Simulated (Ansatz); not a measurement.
# Molecular dynamics, step by step

CH7NSi, closed shell, PBE0-D4/def2-SVP (Ansatz 0.2.0). Settings (timestep in fs, temperature in K; T counts 24 degrees of freedom):

```yaml
hamiltonian: {xc: pbe0, dispersion: d4}
md: {n_steps: 40, timestep: 0.5, temperature: 700, ensemble: nvt_nose_hoover, seed: 995, initial_velocities: maxwell_boltzmann}
```

Start, the saddle point found with PBE0-D4 in triple zeta (not stationary at another level):

Si1  (-0.811, 0.034, 0.317)
N2  (0.822, 0.999, 0.249)
C3  (-0.093, -1.266, -0.664)
H4  (1.014, 0.000, -0.372)
H5  (-1.783, 1.009, -0.250)
H6  (-1.035, -0.114, 1.781)
H7  (0.861, 1.860, -0.287)
H8  (1.370, 1.097, 1.098)
H9  (0.101, -2.225, -0.185)
H10  (-0.446, -1.393, -1.687)
(Å)

```
step  time (fs)  potential energy less the start (meV)  kinetic energy (meV)  T (K)
   0       0.00                                    0.0                 723.9    700
   2       1.00                                   92.8                 633.3    612
   4       2.00                                  208.1                 521.0    504
   6       3.00                                  196.6                 529.8    512
   8       4.00                                  193.9                 531.0    513
  10       5.00                                  298.8                 427.9    414
  12       6.00                                  430.1                 298.3    288
  14       7.00                                  492.5                 236.4    229
  16       8.00                                  462.3                 265.8    257
  18       9.00                                  397.6                 328.7    318
  20      10.00                                  404.2                 321.9    311
  22      11.00                                  479.3                 250.4    242
  24      12.00                                  440.6                 289.5    280
  26      13.00                                  289.6                 437.1    423
  28      14.00                                  226.2                 501.2    485
  30      15.00                                  273.0                 457.0    442
  32      16.00                                  314.9                 417.0    403
  34      17.00                                  274.9                 457.1    442
  36      18.00                                  182.7                 548.2    530
  38      19.00                                  146.6                 583.8    565
  40      20.00                                  235.5                 497.6    481
```

Step 2, positions (Å) and forces (eV/Å):

```tsv
atom	x	y	z	Fx	Fy	Fz
Si1	-0.811	0.035	0.315	-0.461	-0.257	0.317
N2	0.828	1.000	0.246	-1.376	-0.874	-1.507
C3	-0.090	-1.266	-0.666	0.058	-0.168	-0.382
H4	1.026	0.012	-0.360	0.056	-0.084	-0.221
H5	-1.806	1.011	-0.190	-0.093	0.188	-0.212
H6	-1.069	-0.106	1.790	0.162	-0.016	-0.069
H7	0.857	1.863	-0.253	0.091	0.913	-0.619
H8	1.321	1.075	1.076	1.499	0.237	2.354
H9	0.101	-2.227	-0.170	-0.014	-0.060	0.074
H10	-0.461	-1.433	-1.696	0.078	0.121	0.265
```

Step 26, positions (Å) and forces (eV/Å):

```json
{"atom": "Si1", "x": "-0.834", "y": "0.038", "z": "0.304", "Fx": "-0.099", "Fy": "-0.842", "Fz": "-0.772"}
{"atom": "N2", "x": "0.859", "y": "1.009", "z": "0.234", "Fx": "-0.914", "Fy": "-0.294", "Fz": "-0.674"}
{"atom": "C3", "x": "-0.069", "y": "-1.290", "z": "-0.689", "Fx": "-1.027", "Fy": "-0.165", "Fz": "0.032"}
{"atom": "H4", "x": "1.211", "y": "0.240", "z": "-0.442", "Fx": "-0.172", "Fy": "0.199", "Fz": "0.410"}
{"atom": "H5", "x": "-1.909", "y": "1.072", "z": "0.124", "Fx": "0.223", "Fy": "0.111", "Fz": "-0.698"}
{"atom": "H6", "x": "-1.054", "y": "-0.126", "z": "1.757", "Fx": "0.488", "Fy": "-0.178", "Fz": "0.546"}
{"atom": "H7", "x": "0.943", "y": "1.965", "z": "-0.060", "Fx": "0.061", "Fy": "0.810", "Fz": "-0.434"}
{"atom": "H8", "x": "1.222", "y": "0.933", "z": "1.153", "Fx": "1.041", "Fy": "-0.209", "Fz": "1.239"}
{"atom": "H9", "x": "0.085", "y": "-2.128", "z": "0.033", "Fx": "0.024", "Fy": "0.108", "Fz": "-0.319"}
{"atom": "H10", "x": "-0.567", "y": "-1.700", "z": "-1.613", "Fx": "0.376", "Fy": "0.459", "Fz": "0.670"}
```

Step 34, positions (Å) and forces (eV/Å):

```json
{"atom": "Si1", "x": "-0.848", "y": "0.033", "z": "0.297", "Fx": "0.893", "Fy": "-1.534", "Fz": "0.006"}
{"atom": "N2", "x": "0.858", "y": "1.016", "z": "0.240", "Fx": "1.099", "Fy": "2.219", "Fz": "2.882"}
{"atom": "C3", "x": "-0.075", "y": "-1.297", "z": "-0.687", "Fx": "-1.064", "Fy": "0.407", "Fz": "0.895"}
{"atom": "H4", "x": "1.248", "y": "0.369", "z": "-0.448", "Fx": "0.409", "Fy": "-0.816", "Fz": "-0.432"}
{"atom": "H5", "x": "-1.834", "y": "1.094", "z": "0.012", "Fx": "-0.191", "Fy": "0.290", "Fz": "-0.318"}
{"atom": "H6", "x": "-0.866", "y": "-0.195", "z": "1.813", "Fx": "-0.001", "Fy": "0.237", "Fz": "-0.429"}
{"atom": "H7", "x": "1.003", "y": "2.020", "z": "-0.061", "Fx": "-0.299", "Fy": "-1.094", "Fz": "0.469"}
{"atom": "H8", "x": "1.350", "y": "0.880", "z": "1.219", "Fx": "-0.957", "Fy": "0.357", "Fz": "-2.546"}
{"atom": "H9", "x": "0.093", "y": "-2.087", "z": "0.081", "Fx": "0.062", "Fy": "-0.047", "Fz": "-0.453"}
{"atom": "H10", "x": "-0.584", "y": "-1.703", "z": "-1.571", "Fx": "0.049", "Fy": "-0.019", "Fz": "-0.075"}
```

Last step (40):

```xyz
10
angstrom
Si -0.8557 0.0241 0.2918
N 0.8635 1.0345 0.2607
C -0.0894 -1.2996 -0.6798
H 1.3011 0.4048 -0.4760
H -1.7901 1.1350 -0.1062
H -0.7206 -0.2274 1.8245
H 1.0249 1.9851 -0.0280
H 1.3820 0.8663 1.0703
H 0.1055 -2.0607 0.0751
H -0.5868 -1.7003 -1.5369
```

Hardware: 2 CPU threads of an Arm Neoverse V2, shared host. Wall time about 44 s.
